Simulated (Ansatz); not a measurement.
A made-up structure of CH$_{2}$BLi, singlet:

```
atom    x (Å)    y (Å)    z (Å)
 Li1  -2.9681   0.7729   0.4346
  B2  -0.7014   0.1818   0.1023
  C3   0.8005  -0.2087  -0.1173
  H4   1.1435  -1.2694  -0.6116
  H5   1.7255   0.5234   0.1920
```

It is relaxed with PBE-D4/def2-SVP and then PBE0-D4/def2-TZVP (Ansatz 0.2.0). Atoms count as bonded within 1.22 times the sum of their covalent radii (H–H: 0.88 Å). The end point is not checked to be a true minimum.

(1) Does its bonding change? (Judge from chemistry; the calculation decides.)

## Answers

(1) By the calculation: No: no bond forms or breaks.

Where it ends: The first stage lowers the energy by 0.87 eV in 5 steps. It ends as CH₂BLi ([Li][B][CH2]):
```
5
angstrom
Li -2.6499 0.6895 0.3876
B -0.6261 0.1628 0.0915
C 0.7148 -0.1860 -0.1046
H 1.0201 -1.1334 -0.5460
H 1.5411 0.4672 0.1715
```

Labels in which every atom is bracketed show which atoms are joined, not bond orders.

For scale, one of the runs: PBE0-D4/def2-TZVP relaxation, 88 basis functions, launched by `ansatz run in.yaml --threads 2 --pin off --events-out ev --progress --plain --max-ram 4352MiB`. The run took about 4.9 s on 2 CPU threads of an Arm Neoverse V2 (shared host).
